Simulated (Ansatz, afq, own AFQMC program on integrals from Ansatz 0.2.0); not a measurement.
Two steps: Ansatz 0.2.0 writes the Fock matrix and Cholesky factors of the valence space, and afq projects on them the lowest state that overlaps trial and start.

```yaml
crystal:
  periodic: [false, false, false]
  atoms:
    - {symbol: Si, position_ang: [0.000001, 0.000000, -0.088906]}
    - {symbol: H, position_ang: [1.443513, -0.000215, 0.825775]}
    - {symbol: H, position_ang: [-0.721582, 1.250226, 0.825767]}
    - {symbol: H, position_ang: [-0.721948, -1.250022, 0.825754]}
basis:
  gaussian: {orbitals: "6-31++G**"}
total_charge: -1
magnetization: {spin_polarized: false}
correlation: {method: ccsd_t, electrons: outside_noble_gas, hamiltonian_folder: ham}
```

```sh
$ ansatz run in.yaml --threads 1 --pin off --events-out ev --progress --plain --max-ram 1382MiB
```

Options of the walk:

```
--method phaseless --trial hf --walkers 140 --populations 1 --least-time 40 --time-step 0.005 --steps-per-block 20 --equilibration-blocks 112 --max-blocks 600 --target-error 0.00102 --factor-cut 1e-05 --seed 4540 --taylor-order 6
```

Times are imaginary, in 1/Eh. The walk had a cap of 482 s.

Output of the walk:

```
orbitals 36  electrons 4 4  factors 270 of 363
reference energy -290.60107868 Eh
CCSD correlation -0.13597168 Eh in 10 cycles, weight of the determinant in the CISD state 0.9053
energy of the start -290.601079 Eh
 block  time / (1/Eh)  mean weight  energy / Eh
     1     0.100  1.0008  -290.625853
     2     0.200  1.0010  -290.645876
     3     0.300  1.0011  -290.659463
     4     0.400  1.0012  -290.672541
     5     0.500  0.9997  -290.680738
    10     1.000  1.0006  -290.706318
    61     6.100  0.9999  -290.730021
    97     9.700  1.0002  -290.726673
   121    12.100  1.0011  -290.740845
   145    14.500  0.9991  -290.752357
   181    18.100  0.9998  -290.750019
   241    24.100  1.0005  -290.744794
   301    30.100  1.0003  -290.740654
   361    36.100  0.9991  -290.737584
   421    42.100  1.0014  -290.745859
   481    48.100  0.9996  -290.746378
   505    50.500  1.0001  -290.742002
blocks merged  error / Eh  count
     1  0.000428  400
     2  0.000557  200
     4  0.000710  100
     8  0.000868  50
    16  0.000965  25
    32  0.000949  12
energy -290.741752 +/- 0.000965 Eh
(rows thinned)
```

The run passed its tests (sampling time, drift between the halves within three errors, error under three times the target), which doesn't prove that it has relaxed.

Against this walk (error 26.3 meV) on the same determinant: CCSD(T) 35.0 meV higher (within the noise), CCSDT(Q) 12.3 meV higher (within the noise), a separate phaseless walk with a CISD trial and standard settings 19.2 ± 27.0 meV higher (within the noise). The error is statistical and leaves out the bias of the constraint.

Cautions: constraint bias not in the error.

The walk took 80 s on 1 thread of Arm Neoverse V2 (shared host). The log's last line is the phaseless energy.

CCSDT and higher add their correlation energy to the determinant of the CCSD(T) run, since their own runs factorise the integrals more tightly (a shift of under 2 meV). A walk keeps the symmetry of its determinant, which the program's search chose and which needn't be the lowest solution, so a lower state of the same spin and another symmetry isn't excluded.
